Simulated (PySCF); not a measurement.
Compound: C3H6N (doublet state).
SMILES with atom numbers: `[H]/[N:4]=[C:3]\[CH2:2][CH3:1]` (hydrogens: H5, H6, H7 on C1; H8, H9 on C2; H10 on N4)

Structure used (PBE0-D3(BJ)/def2-SVP), in Å, numbered top down from 1:
```xyz
10
C3H6N angstrom
C     -0.8421    0.5858   -0.1426
C     -0.2147   -0.8045   -0.1673
C      1.2260   -0.8274    0.2043
N      2.0868   -0.0134    0.5311
H     -0.7794    1.0330    0.8618
H     -0.3349    1.2639   -0.8465
H     -1.9042    0.5430   -0.4247
H     -0.7455   -1.4927    0.5126
H     -0.3076   -1.2649   -1.1659
H      1.8334    0.9865    0.5922
```

Method: PySCF 2.14.0, PBE0-D3(BJ)/def2-SVP geometry optimisation, gas phase.

Masses are those of the commonest isotopes; rigid-rotor values at the optimised geometry. The values belong to one conformer with, in the numbering `[H]/[N:4]=[C:3]\[CH2:2][CH3:1]`, C1–C2–C3–N4 0°.

Task: Give the principal moments of inertia and the rotational constants in cm⁻¹.

Result: Ia = 27.70, Ib = 90.53, Ic = 111.95 u·Å²; 505379 MHz·u·Å²/I gives 18245, 5583 and 4514 MHz, that is A = 0.60858, B = 0.18622, C = 0.15059 cm⁻¹.

Task: What kind of rotor is it?

Result: An asymmetric top; Ray's κ = -0.844.

Task: What does the inertial defect say?

Result: Not planar: Δ = Ic − Ia − Ib = -6.28 u·Å². For a rigid frame Δ = −2 Σ m c², so Σ m c² = 3.14 u·Å² lies off the ab plane, practically all of it from hydrogen. The atom farthest from that plane is 0.89 Å away.

Task: Which types of transition are allowed, and where do some lines up to J = 2 fall?

Result: The dipole components are |μa| = 2.72 D, |μb| = 0.70 D, |μc| = 0.00 D; the mirror of this Cs structure is the ab plane, so μc vanishes by symmetry (the 0.01 D computed is a residue) and there are no c-type lines. Intensities carry the squares of the components, which stand as 1.00 : 0.07 (a : b). Some lines, for components of 0.1 D or more:

```
type  branch         J(Ka,Kc)    MHz  lower level (cm⁻¹)
   a       Q  1(1,0) ← 1(1,1)   1068               0.759
   a       Q  2(1,1) ← 2(1,2)   3205               1.397
   b       R  2(0,2) ← 1(1,1)   7467               0.759
   a       R  1(0,1) ← 0(0,0)  10097               0.000
   b       Q  1(1,0) ← 1(0,1)  13730               0.337
   b       Q  2(1,1) ← 2(0,2)  14863               1.008
   a       R  2(1,2) ← 1(1,1)  19126               0.759
   a       R  2(0,2) ← 1(0,1)  20129               0.337
   a       R  2(1,1) ← 1(1,0)  21262               0.795
   b       R  1(1,1) ← 0(0,0)  22759               0.000
   b       R  2(1,2) ← 1(0,1)  31788               0.337
   b       Q  2(2,0) ← 2(1,1)  38051               1.504
   b       Q  2(2,1) ← 2(1,2)  41191               1.397
   b       R  2(2,1) ← 1(1,0)  59249               0.795
   b       R  2(2,0) ← 1(1,1)  60382               0.759
```

For this open shell read J as N, the rotation without spin; fine and hyperfine splittings come on top. No frequency check. ⟨S²⟩ = 0.755 (exact for a doublet: 0.75). Zero-point vibration and centrifugal distortion are left out. A rigid rotor knows nothing of internal rotation, which can split or shift real lines. Quadrupole hyperfine structure (14N) is left out.
